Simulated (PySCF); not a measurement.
Input of a run (PBE0-D3(BJ)/def2-SVP geometry optimisation, gas phase (PySCF 2.14.0)), started from GFN2-xTB:
```
{"job": {"xc": "PBE0", "basis": "def2-SVP", "d3": "d3bj", "grid": 1, "shake": 0.01, "kind": "geom"}, "charge": 0, "multiplicity": 1}
F     -0.045640     1.121530    -0.765850
C     -0.001990     0.098950     0.067890
Cl     1.444580    -0.836270    -0.297970
Cl    -1.414000    -0.894020    -0.128300
H      0.050620     0.475830     1.086340
```

Output (energies in Eh, forces in Eh/bohr):
```
step   0  E = -1058.09994293  max force = 0.013628
step   1  E = -1058.10100167  max force = 0.004307
step   2  E = -1058.10110245  max force = 0.002313
step   3  E = -1058.10112133  max force = 0.001186
step   4  E = -1058.10112454  max force = 0.000346
optimisation converged
```

Q: Summarise the run.

A: The energy falls by 3.1 kJ/mol over 5 energy and gradient evaluations, the largest force component goes from 0.0136 to 3.5e-04 Eh/bohr, and the atoms move by 0.027 Å rms after alignment. The bond that changes most is C2–Cl4 (CHCl2 carbon to chlorine on a fluorinated carbon), which lengthens by 0.029 Å. Bonds longer at the end by more than 0.005 Å: 3 of 4; shorter: 0. Among the angles that change most is Cl4–C2–H5, from 110.1° to 108.0°. The energy never rose by more than 1e-6 Eh on the way. The first step brought 90 % of the lowering.

Q: What are the final bond lengths?

A: F1–C2 1.333 Å, C2–Cl3 1.765 Å, C2–Cl4 1.767 Å, C2–H5 1.098 Å. Numbering counts from 1 in the input's order; the species is `FC(Cl)Cl`.

The run used 69 basis functions and 31 SCF cycles in all. On Arm Neoverse N1, one thread, no GPU, shared host with 64 logical CPUs at a one-minute load of 51, this took 11 s of wall time and 0.31 GiB of memory at its peak.

PBE0-D3(BJ)/def2-SVP frequencies: not computed here.
